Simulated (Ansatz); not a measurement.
A relaxation, step by step

HCl2F (SMILES F.ClCl), singlet, PBE0-D4/def2-TZVP (Ansatz 0.2.0). Settings:

```yaml
hamiltonian: {xc: pbe0, dispersion: d4}
relax: {f_tol: 0.005, max_steps: 200}
```

Start (the SMILES describes the start alone):

F1  (0.039, 0.262, -1.957)
H2  (0.077, -0.093, -1.090)
Cl3  (-0.288, 0.797, 2.000)
Cl4  (0.172, -0.966, 1.046)
(Å)

| step | energy less the last (meV) | largest force component (eV/Å) |
| --- | --- | --- |
| 1 | 56.7 | 1.150 |
| 2 | 0.8 | 0.220 |
| 3 (rejected trial) | 1.5 | 0.293 |
| 4 | 0.1 | 0.036 |
| 5 | 0.0 | 0.002 |

Step 2, positions (Å) and forces (eV/Å):

```csv
atom,x,y,z,Fx,Fy,Fz
F1,0.043,0.243,-1.952,0.005,-0.066,0.210
H2,0.071,-0.067,-1.077,-0.003,0.060,-0.220
Cl3,-0.278,0.764,1.973,0.009,-0.036,-0.012
Cl4,0.165,-0.939,1.056,-0.011,0.042,0.022
```

Step 4, positions (Å) and forces (eV/Å):

| atom | x | y | z | Fx | Fy | Fz |
| --- | --- | --- | --- | --- | --- | --- |
| F1 | 0.039 | 0.256 | -1.944 | -0.001 | 0.014 | -0.036 |
| H2 | 0.076 | -0.089 | -1.087 | 0.001 | -0.010 | 0.025 |
| Cl3 | -0.279 | 0.765 | 1.977 | 0.001 | -0.003 | -0.002 |
| Cl4 | 0.163 | -0.932 | 1.054 | 0.000 | -0.001 | 0.012 |

Last step (5):

```
4
angstrom
F 0.0394 0.2573 -1.9500
H 0.0761 -0.0878 -1.0923
Cl -0.2791 0.7653 1.9804
Cl 0.1636 -0.9348 1.0619
```

Hardware: 2 CPU threads of an Arm Neoverse V2, shared host. Wall time about 6 s.
